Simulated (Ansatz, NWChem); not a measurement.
**Heat of formation of C3H6 (cyclopropane) from total energies**

C3H6 has 9 atoms, charge 0, and is taken as a singlet. SMILES: `C1CC1`. The shape is that of a PBE0-D4/def2-TZVP optimisation.

Total energies at M06-2X/def2-SVPD (NWChem 7.3.0); the atoms run unrestricted:

```tsv
species	state	energy (Eh)
C3H6	singlet	-117.749335
C	triplet	-37.797051
H	doublet	-0.497412
```

Harmonic wavenumbers at PBE0-D4/def2-TZVP, in cm⁻¹: 741, 741, 858, 915, 915, 1054, 1054, 1088, 1154, 1210, 1210, 1238, 1466, 1466, 1520, 3151, 3151, 3159, 3229, 3229, 3250.

Measured heats of formation of the gaseous atoms at 298.15 K, in kJ/mol: C 716.9, H 218.0. Take 1 Eh = 2625.50 kJ/mol, 1 cm⁻¹ = 0.0119627 kJ/mol, RT = 2.479 kJ/mol.

What heat of formation follows?


1. Electronic atomisation energy: 3 × (-37.797051) + 6 × (-0.497412) − (-117.749335) = 1.373710 Eh = 3606.7 kJ/mol.
2. Zero-point energy: half the sum of the wavenumbers, 17899.5 cm⁻¹ = 214.1 kJ/mol.
3. Thermal vibrational enthalpy, Σ hcν̃/(exp(hcν̃/kT) − 1): 1.4 kJ/mol. Translation, rotation and pV of a non-linear molecule: 4 RT = 9.9 kJ/mol.
4. The 9 free atoms carry 5/2 RT each: 55.8 kJ/mol.
5. Spin-orbit coupling lowers the free atoms by 3 × 0.02 = 0.1 kJ/mol.
6. Atomisation enthalpy at 298 K: 3606.7 − 0.1 − 214.1 − 1.4 − 9.9 + 55.8 = 3437.0 kJ/mol.
7. Sum of the atoms' heats of formation: 3458.7 kJ/mol. Heat of formation: 3458.7 − 3437.0 = +21.7 kJ/mol.

The tabulated value is +53.6 kJ/mol (Active Thermochemical Tables), so this level is off by -31.9 kJ/mol, or 0.9 % of the atomisation enthalpy. Anharmonicity and any spin-orbit splitting of the molecule are left out.
